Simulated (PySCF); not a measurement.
**Working out the ionisation energy of Cl**

Cl [Ne] 3s2 3p5 (2P) → Cl⁺ [Ne] 3s2 3p4 (3P). Calculation: PySCF 2.14, in def2-TZVP; the non-relativistic Hamiltonian (point nucleus). Frozen: [Ne]. Energies in hartree (1 hartree = 27.21139 eV):

```
            part   Cl (lower)  Cl⁺ (upper)
             UHF  -459.476810  -459.044148
CCSD correlation    -0.179505    -0.146511
             (T)    -0.005685    -0.004332
```

Question: What does Hartree-Fock give?

Answer: (-459.044148) − (-459.476810) = 0.432662 hartree = 11.773 eV.

Question: What do CCSD and CCSD(T) give?

Answer: The CCSD correlation energies differ by 0.032994 hartree = 0.898 eV and the triples by 0.001353 hartree = 0.037 eV, so CCSD gives 12.671 eV and CCSD(T) 12.708 eV.

Measured between the centres of the two terms (NIST): 12.974 eV, so CCSD(T) (valence) is off by -0.266 eV.

What remains against the reference includes basis incompleteness, the frozen core and higher excitations.
